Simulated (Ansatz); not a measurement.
A structure relaxed at PBE0-D4/def2-TZVP, charge 0, multiplicity 1:

Cartesian coordinates in Å:
```
C 0.256 -0.409 2.453
C 0.104 -0.306 1.266
C -0.036 -0.158 -0.197
C 0.007 1.331 -0.548
N 1.025 -0.828 -0.934
N -1.267 -0.825 -0.594
H 0.389 -0.512 3.504
H 0.953 1.784 -0.241
H -0.802 1.862 -0.045
H -0.100 1.440 -1.629
H 1.928 -0.451 -0.672
H 1.016 -1.813 -0.695
H -2.056 -0.450 -0.084
H -1.415 -0.666 -1.584
```

(1) Give its formula and SMILES.

(2) Point group (tolerance 0.08 Å, 0.16 Å for H)?

(3) Summarise the bond lengths by kind.

Answers

(1) C4H8N2, `C#CC(C)(N)N`.

(2) C1.

(3) 3 × C–C 1.201 to 1.531 Å; 4 × C–H 1.064 to 1.093 Å; 2 × C–N 1.455 Å; 4 × H–N 1.012 to 1.014 Å.

Computed with Ansatz.
